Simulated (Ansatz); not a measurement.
`CCCCl` + `CCCC` → `CCC(C)CC` + `CCl`  (formal exchange of groups at a C–C bond)

Calculated with Ansatz (gas phase, PBE0-D4/def2-TZVP geometries, no zero-point term in ΔE). CBS: MP2 limit from def2 TZ/QZ plus the TZ coupled-cluster correction, frozen cores. This one scheme is used for every species. One conformer a species, not always the lowest.

| species | MP2/def2-QZVPP energy (Eh) |
| --- | --- |
| `CCCCl` | -578.03459 |
| `CCCC` | -158.12777 |
| `CCC(C)CC` | -236.59836 |
| `CCl` | -499.56037 |

Work out ΔE.

ΔE = (-236.59836) + (-499.56037) − (-578.03459) − (-158.12777) = 0.00363 Eh = +2.3 kcal/mol. CCSD(T)/CBS gives +2.5 kcal/mol.

Largest T1 diagnostic among the species: 0.008.

In def2-TZVPP, CCSD(T) changes the Hartree–Fock value by −3.0 kcal/mol (the triples alone add −0.3 kcal/mol) and MP2 by −3.1 kcal/mol. The D4 term adds −1.8 kcal/mol with B3LYP and −1.1 kcal/mol with PBE0; it sums over pairs of atoms, weighted by their polarisabilities, and B3LYP, whose exchange is more repulsive, gets the larger term.

B3LYP here is the variant with VWN-RPA as its local correlation; programs differ in this.
